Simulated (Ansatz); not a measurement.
Reaction (atomization): `NCN` → C• + 6 H• + 2 N•

Calculated with Ansatz (gas phase, PBE0-D4/def2-TZVP geometries, no zero-point term in ΔE). CCSD(T)/CBS adds triple-zeta CCSD(T) − MP2 to the extrapolated MP2 energy (def2 sets, frozen cores). This one scheme is used for every species, atoms too. DFT in def2-TZVPP. No spin–orbit coupling; open shells (•) take unrestricted orbitals. Spin–orbit coupling would lower the free atoms: a little for C. One conformer a species, not always the lowest.

`NCN`:

```xyz
9

N     0.987    0.826   -0.375
C    -0.332    0.395    0.007
N    -0.376   -0.970    0.520
H     1.643    0.600    0.364
H     1.299    0.341   -1.208
H    -0.990    0.562   -0.857
H    -0.691    1.047    0.809
H    -1.263   -1.158    0.973
H    -0.277   -1.642   -0.233
```

Question: What is ΔE at CCSD(T)/CBS? (Estimate.)

Answer: Computed: +3150.3 kJ/mol.

Question: What do these levels give: r2SCAN-D4, BHLYP-D4, r2SCANh, LC-ωPBE, MP2/def2-QZVPP, HF/CBS(def2)? (Best estimate.)

Answer: Computed: r2SCAN-D4 3127.1, BHLYP-D4 3058.0, r2SCANh 3104.5, LC-ωPBE 3141.0, MP2/def2-QZVPP 3132.1, HF/CBS(def2) 2145.6 kJ/mol.

Largest T1 diagnostic among the species: 0.009.

The D4 term adds +15.9 kJ/mol with B3LYP and +8.2 kJ/mol with PBE0; it sums over pairs of atoms, weighted by their polarisabilities, and B3LYP, whose exchange is more repulsive, gets the larger term. From PBE to PBE0 (25 % exact exchange), in def2-TZVPP and without D4, ΔE moves by −70.8 kJ/mol: exact exchange takes away binding that semilocal exchange gives to molecules.

B3LYP here is the variant with VWN-RPA as its local correlation; programs differ in this.

For atomizations the MP2-based limit and the directly extrapolated one differ by several kJ/mol either way, and by 10 to 25 for some Ge, Se and Sn compounds, so smaller differences from it don't rank the levels.
